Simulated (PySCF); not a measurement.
Trifluoroacetaldehyde, C₂HF₃O.
SMILES: `O=CC(F)(F)F`

Torsions of this conformer, `[O:1]=[CH:2][C:3]([F:4])([F:5])[F:6]`: O1–C2–C3–F4 127°.

The closed-shell ground state was solved at several levels (PySCF, density fitting, gas phase, non-relativistic). Geometry: PBE0-D3(BJ)/def2-SVP; no solvent, vibrations or thermal averaging.

| level | basis functions | total energy (Eh) | HOMO (eV) | LUMO (eV) | gap (eV) | dipole (D) |
| --- | --- | --- | --- | --- | --- | --- |
| PBE0/def2-SVPD | 140 | -450.7875 | -8.87 | -2.29 | 6.58 | 1.76 |
| CAM-B3LYP/pcSseg-2 | 230 | -451.6215 | -10.33 | -0.98 | 9.35 | 1.81 |
| B3LYP/pcJ-1 | 172 | -451.5503 | -8.49 | -2.37 | 6.12 | 1.69 |

Q: What might PBE0/pcSseg-1 (107 basis functions) give for the same quantities?

A: Total energy -451.0653 Eh, HOMO -8.73 eV, LUMO -2.09 eV, gap 6.64 eV, dipole 1.70 D.

Q: Over all these levels, which gives the widest orbital gap and which the narrowest?

A: CAM-B3LYP/pcSseg-2 (range-separated hybrid) has the widest, 9.35 eV, and B3LYP/pcJ-1 (global hybrid, 20 % exact exchange) the narrowest, 6.12 eV. Functional and basis both differ between the two, so the spread mixes both effects.

Q: How far do the dipole and the HOMO energy spread over the levels?

A: The dipole runs from 1.69 to 1.81 D (mean 1.74 D) and the HOMO from -10.33 to -8.49 eV.
